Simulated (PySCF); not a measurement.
## Dipole moment and polarisability across levels of theory

Compound: ethynylalumane, C₂H₃Al.
Structure used (PBE0-D3(BJ)/def2-SVP), in Å, numbered top down from 1:
```
atom  x, y, z in Å
C1     1.792   -0.186   -0.407
C2     0.607   -0.062   -0.135
Al3   -1.250    0.130    0.288
H4     2.834   -0.294   -0.653
H5    -2.164   -1.163    0.311
H6    -1.815    1.577    0.601
```

PySCF, dipoles from the SCF density, polarisabilities from static response with core orbitals frozen. Geometry: PBE0-D3(BJ)/def2-SVP; no solvent, vibrations or thermal averaging.

Q: Compare the levels for these properties.

A: 

| level | μ (D) | α (au) | anisotropy (au) |
| --- | --- | --- | --- |
| LDA/def2-SVPD | 0.577 | 53.72 | 31.69 |
| PBE/def2-SVPD | 0.603 | 52.71 | 31.05 |
| B3LYP/def2-SVPD | 0.566 | 51.14 | 29.44 |
| PBE0/def2-SVPD | 0.565 | 50.68 | 28.86 |
| BHandHLYP/def2-SVPD | 0.537 | 49.23 | 27.62 |
| CAM-B3LYP/def2-SVPD | 0.529 | 50.20 | 28.16 |
| wB97X-D/def2-SVPD | 0.558 | 50.65 | 27.56 |
| LC-wPBE/def2-SVPD | 0.512 | 48.82 | 26.55 |
| HF/def2-SVPD | 0.588 | 47.70 | 25.69 |
| PBE0/6-31G* | 0.695 | 39.48 | 36.35 |
| PBE0/def2-SVP | 0.634 | 41.81 | 36.13 |
| PBE0/6-31+G* | 0.537 | 43.91 | 36.31 |
| PBE0/aug-cc-pVDZ | 0.504 | 51.71 | 29.68 |
| PBE0/def2-TZVP | 0.552 | 47.54 | 31.88 |
| PBE0/def2-TZVPD | 0.528 | 51.69 | 28.78 |
| PBE0/aug-cc-pVTZ | 0.514 | 51.93 | 28.92 |

The anisotropy is √(½[(α1 − α2)² + (α2 − α3)² + (α3 − α1)²]). The dipole runs from 0.50 D (PBE0/aug-cc-pVDZ) to 0.69 D (PBE0/6-31G*). No reference polarisability is at hand; against PBE0 in the largest diffuse basis at hand (aug-cc-pVTZ) the other PBE0 rows deviate by 6-31G* -24%, def2-SVP -19%, 6-31+G* -15%, def2-SVPD -2%, aug-cc-pVDZ 0%, def2-TZVP -8%, def2-TZVPD 0%. In one basis (def2-SVPD) the functionals order the polarisability from HF (lowest) to LDA (highest), a spread of 13%. With PBE0 the polarisability is 42.94 au without diffuse functions (mean of 6-31G*, def2-SVP and def2-TZVP) and 49.99 au with them (mean of 6-31+G*, def2-SVPD, aug-cc-pVDZ, def2-TZVPD and aug-cc-pVTZ).
